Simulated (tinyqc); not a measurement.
CCSD on RHF in the sto-6g basis, frozen core, for LiH, spin multiplicity 1, step by step. One step of it, computed by the program tinyqc.

Question. CCSD: starting amplitudes. t_ij^ab = <ij||ab> / (e_i + e_j - e_a - e_b), whose energy is MP2.

orbital energies (hartree): MO1 -2.400875, MO2 -0.250173, MO3 0.073106, MO4 0.160397, MO5 0.160397, MO6 0.431690

Two-electron integrals over orbitals (pq|rs), unique and non-zero (hartree); the lowest 1 orbital is frozen and left out:
```
(22|22) 0.463012    (32|22) -0.054490   (32|32) 0.017378    (33|22) 0.213356
(33|32) 0.012443    (33|33) 0.333112    (42|42) 0.021135    (43|42) 0.019704
(43|43) 0.041621    (44|22) 0.250744    (44|32) 0.011105    (44|33) 0.281100
(44|44) 0.313125    (52|52) 0.021135    (53|52) 0.019704    (53|53) 0.041621
(54|54) 0.016875    (55|22) 0.250744    (55|32) 0.011105    (55|33) 0.281100
(55|44) 0.279374    (55|55) 0.313125    (62|22) 0.113460    (62|32) -0.040108
(62|33) -0.019850   (62|44) -0.033032   (62|55) -0.033032   (62|62) 0.130517
(63|22) -0.054225   (63|32) 0.013461    (63|33) 0.036170    (63|44) 0.005786
(63|55) 0.005786    (63|62) -0.035597   (63|63) 0.027961    (64|42) -0.018834
(64|43) -0.012799   (64|64) 0.019795    (65|52) -0.018834   (65|53) -0.012799
(65|65) 0.019795    (66|22) 0.434256    (66|32) -0.045764   (66|33) 0.238507
(66|44) 0.261997    (66|55) 0.261997    (66|62) 0.107496    (66|63) -0.044522
(66|66) 0.431192
```

Give: Starting amplitudes; correlation energy.

Answer.

Starting amplitudes (spin orbitals 1a, 1b, ...; amplitudes related by a flip of all spins are not repeated):
```
from      to        t
2a 2b  6a 6b  -0.0957
2a 2b  3a 6b   0.0399
2a 2b  3a 3b  -0.0269
2a 2b  5a 5b  -0.0257
2a 2b  4a 4b  -0.0257
```

correlation energy = -0.017247 hartree
